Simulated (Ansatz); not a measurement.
Isolated molecules relaxed with PBE0-D4/def2-TZVP in Ansatz; ΔE leaves out vibrations. CBS: MP2 limit from def2 TZ/QZ plus the TZ coupled-cluster correction, frozen cores. This one scheme is used for every species, atoms too. No spin–orbit coupling; open shells (•) take unrestricted orbitals. One conformer a species, not always the lowest.

Consider the homolysis of the B–H bond: `NBS` → `N[B]S`• + H•.

```json
{"species": "`NBS`", "CCSD/def2-TZVPP energy (Eh)": "-479.64466"}
{"species": "`N[B]S`•", "CCSD/def2-TZVPP energy (Eh)": "-478.96871"}
{"species": "H•", "CCSD/def2-TZVPP energy (Eh)": "-0.49981"}
```

Work out ΔE.

ΔE = (-478.96871) + (-0.49981) − (-479.64466) = 0.17614 Eh = +462.5 kJ/mol. CCSD(T)/CBS gives +470.1 kJ/mol.

Largest T1 diagnostic among the species: 0.014.

In def2-TZVPP, CCSD(T) changes the Hartree–Fock value by +90.5 kJ/mol (the triples alone add +1.4 kJ/mol) and MP2 by +82.4 kJ/mol; breaking electron pairs costs correlation energy, which Hartree–Fock lacks. From PBE to PBE0 (25 % exact exchange), in def2-TZVPP and without D4, ΔE moves by +3.9 kJ/mol.
